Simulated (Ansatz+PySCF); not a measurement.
# doublet C6H5: levels of theory in one basis

```xyz
11

C    -0.0251    1.4474    0.0000
C     1.1954    0.7269    0.0000
C     1.1865   -0.6850    0.0000
C    -0.0318   -1.3987    0.0000
C    -1.2660   -0.7019    0.0000
C    -1.2017    0.6938    0.0000
H    -0.0350    2.5433    0.0000
H     2.1049    1.2458    0.0000
H     2.1360   -1.2332    0.0000
H    -0.0264   -2.4458    0.0000
H    -2.2200   -1.2414    0.0000
```

Basis set: cc-pVTZ (spherical functions). Frozen core: 6 orbitals. Correlation on ROHF uses semicanonical orbitals with singles. Charge 0, multiplicity 2.

Computed with Ansatz (development build ahead of 0.2.0); each method stands on the lowest determinant of its kind that the runs found.

| method | E − E(ROHF) (eV) | <S²> of the determinant |
| --- | --- | --- |
| ROHF | 0.00 | 0.75 |
| UHF | -0.44 | 1.46 |
| ROHF-MP2 | -24.97 | – |

(1) What does UHF-MP2 give on the same scale?

(2) Is a single determinant a sound starting point here?

Answers

(1) -23.77 eV.

(2) It is doubtful. Unrestricted orbitals lower Hartree–Fock by 0.44 eV and <S²> is 1.46 where a pure state has 0.75, a sign of strong static correlation.

Caution for UHF, UHF-MP2: the unrestricted determinant is spin contaminated. Caution for ROHF-MP2, UHF-MP2: forces differ strongly between restricted and unrestricted references.
